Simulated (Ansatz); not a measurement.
# BNH (quartet): B2PLYP, RPA-PBE over a scan of the distance B1–H3, 6-31G

Aim: run BNH (quartet) with these functionals over a scan of the distance B1–H3, and hold them against the top wave-function level at the same points.

Method: 6-31G, all electrons in the functionals, frozen cores in the correlation of double hybrids and RPA; program: Ansatz 0.2.0, Gaussian basis.

The runs, in order: B2PLYP, RPA-PBE, at 0.951 Å; 1.061 Å; 1.206 Å; 1.319 Å; 1.460 Å; 1.653 Å; 1.898 Å; 2.188 Å; 2.645 Å; 3.232 Å; 4.040 Å.

17 further runs of the same task are left out: 12 that didn't finish, 5 set aside as unsound or not needed.

## 1. The system

The geometry derives from a PBE0/def2-TZVP stationary point (not a proven minimum). One bond is set to the value named and the two fragments are kept rigid.

3 atoms, charge 0, spin multiplicity 4.

Atoms are counted from 1 here; the program's logs count them from 0.

Bond lengths: B1–N2 1.503 Å, B1–H3 1.206 Å. Angles: N2–B1–H3 117.0°.

No dispersion term is added.

The geometry shown and the zero of energy belong to the point 1.206 Å. The yardstick, FCI, and other wave-function levels (R restricted, U unrestricted, valence and pair active spaces) come from earlier runs.

## 2. B2PLYP, 0.951 Å

in.yaml reads:

```yaml
crystal:
  periodic: [false, false, false]
  atoms:
    - {symbol: B, position_ang: [0.000000, -0.177334, 0.779019]}
    - {symbol: N, position_ang: [0.000000, 0.095319, -0.698970]}
    - {symbol: H, position_ang: [0.000000, 0.577479, 1.357515]}
basis:
  gaussian: {orbitals: 6-31G}
magnetization: {spin_polarized: true, initial_magnetization: 3}
hamiltonian: {xc: {name: B2PLYP}}
correlation: {electrons: outside_noble_gas}
```

Run with:

```bash
$ ansatz run in.yaml --threads 1 --pin off --events-out ev --progress --plain --max-ram 2393MiB
```

After this run come: B2PLYP, 1.061 Å; B2PLYP, 1.206 Å; B2PLYP, 1.319 Å; B2PLYP, 1.460 Å; B2PLYP, 1.653 Å; B2PLYP, 1.898 Å; B2PLYP, 2.188 Å; B2PLYP, 2.645 Å; B2PLYP, 3.232 Å; B2PLYP, 4.040 Å; RPA-PBE, 0.951 Å; RPA-PBE, 1.061 Å; RPA-PBE, 1.206 Å; RPA-PBE, 1.319 Å; RPA-PBE, 1.460 Å; RPA-PBE, 1.653 Å; RPA-PBE, 1.898 Å; RPA-PBE, 2.188 Å; RPA-PBE, 2.645 Å; RPA-PBE, 3.232 Å; RPA-PBE, 4.040 Å.

Q: Predict the results of all the runs planned. Wanted: span of the FCI curve; largest miss, B2PLYP; largest miss, RPA-PBE.

**Answer**, as computed:

| quantity | value |
| --- | --- |
| span of the FCI curve | 1.802 eV |
| largest miss, B2PLYP | +0.756 eV (2.645 Å) |
| largest miss, RPA-PBE | +0.031 eV (2.188 Å) |

Of the functionals, RPA-PBE keep the smallest largest miss at the points compared (at most 0.031 eV) and B2PLYP strays most (0.756 eV, at 2.645 Å). Functionals and the yardstick converge differently with the basis, so part of each miss in 6-31G is the basis.
